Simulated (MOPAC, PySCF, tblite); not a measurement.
Potential energy surface of CH2, triplet: symmetric bend, bond length relaxed. Scanned: H-C-H angle. Other coordinates (C-H bond length) were minimised at PBE0/def2-TZVP.

- GFN2-xTB, 300 K electronic temperature (tblite)
- UHF/LANL2DZ = PySCF with unrestricted Hartree-Fock/LANL2DZ
- AM1, unrestricted, heats of formation (MOPAC)
- CCSD(T) on UHF/cc-pVTZ, 1 core orbital frozen (PySCF)

Energies relative to the lowest point of each profile, in mEh; the last columns give the difference from CCSD(T):

```tsv
a / °	GFN2-xTB	UHF/LANL2DZ	AM1	CCSD(T)	GFN2-xTB − CCSD(T)	UHF/LANL2DZ − CCSD(T)	AM1 − CCSD(T)
180	5.5	10.2	1.2	9.4	-3.9	0.8	-8.2
172	5.1	9.5	1.0	8.7	-3.6	0.8	-7.8
164	4.1	7.7	0.5	7.0	-2.9	0.7	-6.5
156	2.6	5.2	0.0	4.6	-1.9	0.6	-4.6
148	1.2	2.6	0.0	2.2	-1.0	0.4	-2.2
140	0.2	0.6	0.9	0.5	-0.3	0.2	0.4
132	0.0	0.0	3.0	0.0	0.0	0.0	3.0
124	1.1	1.2	6.8	1.3	-0.2	0.0	5.5
116	3.9	4.8	12.4	4.6	-0.8	0.2	7.8
108	8.7	11.2	20.3	10.5	-1.8	0.7	9.8
100	16.1	20.8	30.6	19.2	-3.0	1.6	11.4
92	26.6	34.0	43.6	30.9	-4.3	3.0	12.7
84	40.7	51.1	59.6	46.0	-5.3	5.1	13.6
76	—	72.6	—	64.8	—	7.8	—
68	—	98.5	—	87.5	—	11.0	—
```

GFN2-xTB is furthest from CCSD(T) at 84 (-5.3 mEh, below); its mean absolute difference over the points is 2.2 mEh.

UHF/LANL2DZ is furthest from CCSD(T) at 68 (11.0 mEh, above); its mean absolute difference over the points is 2.2 mEh.

AM1 is furthest from CCSD(T) at 84 (13.6 mEh, above); its mean absolute difference over the points is 7.2 mEh.

A dash means that the run gave no value there, or that the column was ended at a point which the program doubted or which failed a test of continuity chosen for this set; such a test can also cut sound points.

The scan ran from 180.0 to 60.0; beyond the range shown the relaxed coordinates jump or full CI changes its symmetry label.
